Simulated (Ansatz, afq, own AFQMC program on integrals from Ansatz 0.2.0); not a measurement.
AFQMC on a folder of integrals that Ansatz 0.2.0 wrote.

```yaml
crystal:
  periodic: [false, false, false]
  atoms:
    - {symbol: Mo, position_ang: [0.000000, 0.000000, 0.000000]}
basis:
  gaussian: {orbitals: def2-SVP}
magnetization: {spin_polarized: true, initial_magnetization: 6}
correlation: {method: ccsd_t, electrons: outside_noble_gas, hamiltonian_folder: ham}
```

```sh
$ ansatz run in.yaml --threads 1 --pin off --events-out ev --progress --plain --max-ram 16896MiB --backend cuda --devices 0, --max-vram 18GiB
```

Options of the walk:

```
--method phaseless --trial hf --walkers 10 --populations 1 --least-time 40 --time-step 0.0025 --steps-per-block 10 --equilibration-blocks 120 --max-blocks 800 --target-error 0.00058 --factor-cut 0.0001 --start spin_pure --seed 9233 --taylor-order 8
```

Times are imaginary, in 1/Eh. The walk had a cap of 60 s. Core potentials past Kr, no spin–orbit coupling.

Log:

```
orbitals 27  electrons 6 0  factors 187 of 214
reference energy -67.54536770 Eh
CCSD correlation -0.05992331 Eh in 7 cycles, weight of the determinant in the CISD state 0.9701
energy of the start -67.545368 Eh
 block  time / (1/Eh)  mean weight  energy / Eh
     1     0.025  0.9994  -67.548111
     2     0.050  1.0001  -67.551518
     3     0.075  1.0007  -67.555461
     4     0.100  1.0016  -67.561842
     5     0.125  0.9997  -67.561270
     8     0.200  1.0010  -67.569434
    24     0.600  0.9990  -67.581566
    93     2.325  0.9997  -67.608938
   162     4.050  0.9992  -67.622947
   231     5.775  1.0022  -67.597280
   300     7.500  1.0010  -67.585938
   369     9.225  1.0014  -67.573014
   438    10.950  1.0013  -67.621271
   461    11.525  0.9992  -67.643817
   507    12.675  1.0001  -67.596766
   576    14.400  1.0009  -67.605993
   599    14.975  0.9998  -67.563976
   645    16.125  1.0014  -67.568912
   714    17.850  0.9997  -67.623180
   783    19.575  1.0004  -67.606735
   852    21.300  0.9999  -67.574342
   898    22.450  0.9992  -67.599165
blocks merged  error / Eh  count
     1  0.000704  800
     2  0.000974  400
     4  0.001338  200
     8  0.001782  100
    16  0.002309  50
    32  0.002915  25
    64  0.003498  12
energy -67.598372 +/- 0.002915 Eh
(rows thinned)
```

The run failed at least one of its tests; the cautions name the faults. The second half of the sampling lies above the first by 1.9 errors of their difference, so the energy may still be moving and its error bar be too small.

Against this walk (error 79.3 meV) on the same determinant: CCSD(T) 211.4 meV lower, CCSDT(Q) 216.2 meV lower, CCSDTQ 216.3 meV lower, full CI 216.2 meV lower, a separate phaseless walk with a CISD trial and standard settings 211.6 ± 79.3 meV lower. The error is statistical and leaves out the bias of the constraint.

Cautions: constraint bias not in the error; error not settled; error above the target (79.3 against 15.8 meV); no spin-orbit coupling; outer-core shells of the metal frozen; the sampling time fell short of the least asked; so few walkers bias the energy.

The walk took 27 s on 1 × NVIDIA H100 80GB HBM3 with 2 threads of AMD EPYC 7R13 Processor (Zen 3), on a shared host (the card was shared). The log's last line is the phaseless energy.

CCSDT and higher add their correlation energy to the determinant of the CCSD(T) run, since their own runs factorise the integrals more tightly (a shift of under 2 meV). A walk keeps the symmetry of its determinant, which the program's search chose and which needn't be the lowest solution, so a lower state of the same spin and another symmetry isn't excluded.
